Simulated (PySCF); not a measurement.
Nitrogen trifluoride, NF3.
SMILES with atom numbers: `[F:1][N:2]([F:3])[F:4]`

Geometry (PBE0-D3(BJ)/def2-SVP, Å), atoms numbered from 1 in this order:
```xyz
4
NF3 angstrom
F     -0.5514    1.0728   -0.1658
N      0.0076   -0.0031    0.4329
F     -0.6444   -1.0331   -0.1513
F      1.2262   -0.0619   -0.1488
```

Level of theory: core-valence-separated Tamm–Dancoff BHandHLYP/aug-pcX-1 in PySCF, non-relativistic, gas phase, PBE0-D3(BJ)/def2-SVP geometry. Absolute energies from this functional tend to lie a few eV below measured edges; no shift was applied.

The lowest roots of each edge with f over 0.003 (five at most, numbered afresh; weaker and dark ones are left out), with transition dipoles (au) in the frame of the coordinates:

```csv
root,edge,E (eV),μx,μy,μz
1,N,403.44,0.0124,0.1029,-0.0009
2,N,403.44,0.1029,-0.0124,0.0007
3,N,404.95,-0.0005,0.0009,0.0785
4,N,411.10,0.0065,0.0185,0.0000
5,N,411.10,-0.0185,0.0065,-0.0002
6,F,683.88,-0.0240,0.0559,-0.0172
7,F,683.89,0.0508,0.0328,0.0177
8,F,683.90,-0.0339,0.0097,0.0383
9,F,688.37,-0.0011,0.0195,-0.0003
10,F,688.38,-0.0182,-0.0161,0.0000
```

What are the oscillator strengths?

f = (2/3) ΔE |μ|², with ΔE in hartree (27.2114 eV):

| root | ΔE (Eh) | \|μ\|² (au) | f | core hole on |
| --- | --- | --- | --- | --- |
| 1 | 14.8260 | 0.010743 | 0.106 | N2 |
| 2 | 14.8263 | 0.010743 | 0.106 | N2 |
| 3 | 14.8817 | 0.006163 | 0.061 | N2 |
| 4 | 15.1078 | 0.000384 | 0.004 | N2 |
| 5 | 15.1078 | 0.000385 | 0.004 | N2 |
| 6 | 25.1323 | 0.003997 | 0.067 | F1/F3/F4 |
| 7 | 25.1326 | 0.003970 | 0.066 | F1/F3/F4 |
| 8 | 25.1329 | 0.002710 | 0.045 | F1/F3/F4 |
| 9 | 25.2972 | 0.000382 | 0.006 | F1/F3/F4 |
| 10 | 25.2973 | 0.000590 | 0.010 | F1/F3/F4 |

Molecules are fixed in this frame and the field points along z. What effective strengths 3 f cos²θ do the roots have (θ between field and μ)?

root 1 (N2): 0.000, root 2 (N2): 0.000, root 3 (N2): 0.184, root 4 (N2): 0.000, root 5 (N2): 0.000, root 6 (F1/F3/F4): 0.015, root 7 (F1/F3/F4): 0.016, root 8 (F1/F3/F4): 0.074, root 9 (F1/F3/F4): 0.000, root 10 (F1/F3/F4): 0.000. Root 3 is the strongest. Averaged over all orientations cos²θ is 1/3, which gives f back. For degenerate partners only the sum has meaning, as the program may mix them freely.

